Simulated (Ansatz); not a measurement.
# CH₃BO: basis-set convergence

One table from this session's results is given with a row withheld; the runs are named, their logs left out.

The runs use Ansatz 0.2.0, Gaussian basis; one geometry, several basis sets.

The runs, in order: PBE0-D4/def2-SVP; ωB97M-V/def2-SVP; PBE0-D4/def2-QZVPP; ωB97M-V/def2-QZVPP; the functionals' def2-TZVPP values are taken from earlier runs.

1 further run of the same task is left out (it didn't finish).

### The geometry

All runs share one geometry, relaxed beforehand with PBE0-D4 in a triple-zeta def2 set.

SMILES `B1CO1`, 6 atoms, charge 0, spin multiplicity 1.

Atoms are counted from 1 here; the program's logs count them from 0.

Bond lengths: B1–C2 1.510 Å, B1–O3 1.327 Å, B1–H4 1.183 Å, C2–O3 1.500 Å, C2–H5 1.086 Å, C2–H6 1.086 Å. Angles: C2–B1–O3 63.5°, C2–B1–H4 159.3°, O3–B1–H4 137.2°, B1–C2–O3 52.3°, B1–C2–H5 122.4°, B1–C2–H6 122.3°, O3–C2–H5 112.6°, O3–C2–H6 112.6°, H5–C2–H6 114.6°, B1–O3–C2 64.2°.

The first run:

in.yaml reads:

```yaml
crystal:
  periodic: [false, false, false]
  atoms:
    - {symbol: B, position_ang: [-0.656446, -0.423098, -0.388629]}
    - {symbol: C, position_ang: [0.579005, 0.136266, 0.275477]}
    - {symbol: O, position_ang: [-0.667589, 0.874741, -0.112406]}
    - {symbol: H, position_ang: [-1.387243, -1.212977, -0.880932]}
    - {symbol: H, position_ang: [1.447989, 0.458468, -0.290843]}
    - {symbol: H, position_ang: [0.726384, 0.102602, 1.351034]}
basis:
  gaussian: {orbitals: def2-SVP}
hamiltonian: {xc: pbe0, dispersion: d4}
output: {orbitals: {seedname: orbitals}}
```

Started as:

```sh
$ ansatz run in.yaml --threads 2 --pin off --events-out ev --progress --plain --max-ram 4352MiB
```

Steps of the session up to this table: PBE0-D4 in def2-SVP; ωB97M-V in def2-SVP; PBE0-D4 in def2-QZVPP; ωB97M-V in def2-QZVPP.

One of the session's tables, all rows but one given; the rest of the session is left out.

It belongs to the step «Density functionals: the series». 

```
functional       basis  HOMO (eV)  LUMO (eV)
   PBE0-D4    def2-SVP          ?          ?
   PBE0-D4  def2-TZVPP      -8.29      -0.42
   PBE0-D4  def2-QZVPP      -8.31      -0.49
   ωB97M-V    def2-SVP     -10.57       1.93
   ωB97M-V  def2-TZVPP     -10.63       1.48
   ωB97M-V  def2-QZVPP     -10.64       1.24
```

**Question.** Estimate the row for PBE0-D4, def2-SVP.

**Answer.** HOMO (eV): -8.25; LUMO (eV): -0.20. In the column «HOMO (eV)» it is the highest.
